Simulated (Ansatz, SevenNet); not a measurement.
# How the lattice parameter a of cubic perovskite KTaO3 moves with the method

No measured value is used here.

| level (code) | value (Å) |
|---|---|
| SevenNet-l3i5 | 4.031 |
| PBE (Ansatz) | … |
| PBE-D4 (Ansatz) | 4.011 |
| r²SCAN-D4 (Ansatz) | 3.985 |
| Hartree–Fock (Ansatz) | 3.992 |

Question: Some entries are withheld; supply them.

Answer: 
- PBE (Ansatz, an electronic-structure program), value (Å): 4.025

Density-functional levels without +SOC have no spin–orbit coupling. Cutoffs and k meshes differ between the levels. Ansatz's density-functional and Hartree–Fock values are scalar-relativistic unless marked +SOC, with PAW data made under PBE.

Machine-learned potentials (SevenNet-l3i5) are trained on DFT data: a solid inside that data is no test of them.
